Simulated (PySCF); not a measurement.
Gas-phase reaction: 4 C3H4 (cyclic) + 4 C2H6 ⇌ 5 C4H8 (cyclic)

Method: PySCF energies plus ideal-gas RRHO corrections (1 bar). Table values come from the NASA 1993 polynomials. † marks an energy on the PBE0/def2-TZVP geometry and frequencies; other levels use their own. 6-31G* has spherical d functions here. All species are closed-shell singlets. B3LYP is the form with VWN-RPA correlation. The harmonic model lacks anharmonicity and excited electronic states, which grow with temperature; levels with a mode under 35 cm⁻¹ are left out. Internal rotation in C2H6 is treated as a harmonic vibration of one conformer, which makes the entropy rough. The table's entry may be an old estimate for C3H4 (cyclic), C4H8 (cyclic) (not checked at source).

```json
[
 {"level": "table", "ΔH°(298 K), kJ": "-631.0", "minus table": "-", "ΔG°(1200 K), kJ": "71.0"},
 {"level": "B3LYP/6-31G*", "ΔH°(298 K), kJ": "-650.5", "minus table": "-19.5", "ΔG°(1200 K), kJ": "36.7"},
 {"level": "BLYP/def2-TZVP†", "ΔH°(298 K), kJ": "-490.3", "minus table": "140.7", "ΔG°(1200 K), kJ": "200.2"},
 {"level": "HF/6-31G*", "ΔH°(298 K), kJ": "-671.8", "minus table": "-40.8", "ΔG°(1200 K), kJ": "19.5"},
 {"level": "M06-2X/def2-TZVP†", "ΔH°(298 K), kJ": "-613.5", "minus table": "17.5", "ΔG°(1200 K), kJ": "77.1"},
 {"level": "PBE/def2-SVP", "ΔH°(298 K), kJ": "-682.8", "minus table": "-51.8", "ΔG°(1200 K), kJ": "-0.5"},
 {"level": "PBE/def2-TZVP†", "ΔH°(298 K), kJ": "-631.9", "minus table": "-0.9", "ΔG°(1200 K), kJ": "58.6"},
 {"level": "PBE0/def2-QZVP†", "ΔH°(298 K), kJ": "-690.1", "minus table": "-59.1", "ΔG°(1200 K), kJ": "0.5"},
 {"level": "PBE0/def2-SVP†", "ΔH°(298 K), kJ": "-740.9", "minus table": "-109.9", "ΔG°(1200 K), kJ": "-50.3"},
 {"level": "r2SCAN/def2-TZVP†", "ΔH°(298 K), kJ": "-652.4", "minus table": "-21.4", "ΔG°(1200 K), kJ": "38.2"}
]
```
